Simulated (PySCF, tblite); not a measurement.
A complex of K+ and chloride

A gas-phase complex of K+ and chloride; neutral, singlet. The structure comes from a short search (6 tight-binding starts) and was relaxed by PBE0-D3(BJ)/def2-SVPD; another way of binding may lie lower. Frequencies by PBE0-D3(BJ)/def2-SVPD show no clear imaginary mode.

Parts: 1 = K+ ([K+]), atoms 1, charge +1; 2 = chloride ([Cl-]), atoms 2, charge -1.

Coordinates in Å:
```
K1      0.073   -0.050    0.004
Cl2     2.330    0.532    1.383
```

| contact | kind (by geometry) | distance (Å) | angle (°) |
| --- | --- | --- | --- |
| K1···Cl2 | ion contact | 2.708 | - |

Interaction energies are complex less parts, with the parts frozen as they stand in it; counterpoise-corrected, in kcal/mol (PySCF).

Task: How strongly do the parts interact, level by level?

Result: 
```csv
level,interaction,superposition error removed
wB97M-D3(BJ)/def2-TZVPD,-114.91,-0.13
PBE0-D3(BJ)/def2-TZVPD,-116.64,-0.14
```

Task: What holds them together? Decompose the wB97M-D3(BJ)/def2-TZVPD energy: frozen parts, their antisymmetrised product, then relaxation.

Result: electrostatic -132.5, Pauli repulsion +31.6, orbital relaxation -13.8, dispersion correction -0.4 kcal/mol, which sum to the value before the counterpoise correction; the Pauli term holds the exchange-correlation of the frozen density too. Of the attraction, 90 % is electrostatic, 9 % is orbital relaxation, 0 % is dispersion correction.

The parts were also relaxed and run alone, at the levels used for the complex: shieldings by PBE0/aug-pcSseg-2; core levels by delta-SCF with SCAN, aug-pcX-2 on the ionised atom and aug-pcseg-1 elsewhere, spin-free X2C (2p3/2 is the spin-free 2p value less a third of a first-order spin-orbit splitting).

Task: What does binding change?

Result: 
```
                 property   alone  in the complex  change
    shielding of K1 (ppm)  1325.5          1243.7   -81.8
   shielding of Cl2 (ppm)  1149.3           993.4  -155.9
Cl2 2p3/2 core level (eV)  196.90          202.10   +5.20
```

Task: What are the binding energy from relaxed parts (wB97M-D3(BJ)/def2-TZVPD), and ΔH and ΔG of association at 298.15 K and 1 atm?

Result: -114.91 kcal/mol, -114.51 with zero-point energy; ΔH -115.1 and ΔG -110.2 kcal/mol, from harmonic vibrations by PBE0-D3(BJ)/def2-SVPD with low modes damped.
